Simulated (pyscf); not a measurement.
HO–WH(F)(F)(F)–F (SMILES [OH][WH]([F])([F])([F])[F]) + H₂ (SMILES [H][H]) -> F–WH₂(F)(F)–F (SMILES [F][WH2]([F])([F])[F]) + H₂O (SMILES O), a four-centre exchange (singlet surface; O–W, H–H broken, H–W, H–O formed). Optimised with ωB97X-D3(BJ)/def2-SVP in PySCF. Energies in kJ/mol from the separated reactants.

GFN2-xTB: tblite. 

Task: In single points GFN2-xTB puts the saddle at 124.7 kJ/mol and the reaction energy at +73.3 kJ/mol. Should these be trusted to within a few kcal/mol? Compare with ωB97M-D3(BJ)/def2-TZVP.

Result: ωB97M-D3(BJ)/def2-TZVP gives ΔE‡ = 132.7 kJ/mol and ΔE = +59.9 kJ/mol. GFN2-xTB lies 8.0 kJ/mol under it in the barrier and 13.4 kJ/mol over it in the reaction energy, so on this step it does not hold to within 12.6 kJ/mol. ωB97M-D3(BJ)/def2-TZVP has limits of its own. On the product side the descent ends in an adduct with a O–W contact (not fully relaxed), 39.7 kJ/mol under the separated species and 107.0 kJ/mol under the saddle at ωB97X-D3(BJ)/def2-TZVP. What is counted as broken (O–W) persists as a longer contact in the product adduct; parting that adduct is a step of its own. At the saddle there is also a short H–W contact that neither side keeps. One saddle was located; it need not be the lowest between these sides. In the def2 sets elements past Kr carry core potentials, without spin-orbit coupling.
